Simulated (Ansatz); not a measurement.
bcc Ba was calculated with HSE06 (PAW; Ansatz, a program for electronic structure).

Settings: plane-wave cutoff 460 eV, 10×10×10 k mesh, Fermi–Dirac smearing 0.05 eV, scalar-relativistic PAW data made under PBE.

Cell (relaxed at this level):

```yaml
crystal:
  lattice:
    - [-2.56155, 2.56155, 2.56155]
    - [2.56155, -2.56155, 2.56155]
    - [2.56155, 2.56155, -2.56155]
  atoms:
    - { symbol: Ba, position: [0.00000, 0.00000, 0.00000] }
```

Question: Predict the bulk modulus and pressure derivative B′ of the bulk modulus.

Answer: 
- bulk modulus: 7.98 GPa
- pressure derivative B′ of the bulk modulus: 2.5

Measured, for comparison: bulk modulus 9.34 GPa (corrected for temperature and zero-point phonon effects, our sources range from 9.34 to 10.6; as tabulated in Levämäki et al. (2014), arXiv:1402.3671). Computed (rounded) less measured: bulk modulus -15 % (-15 % to -25 % over the range).

Spin–orbit coupling is not included.

The computed numbers hold no vibrational or temperature effects.

The result took around 27 core-minutes (rough).
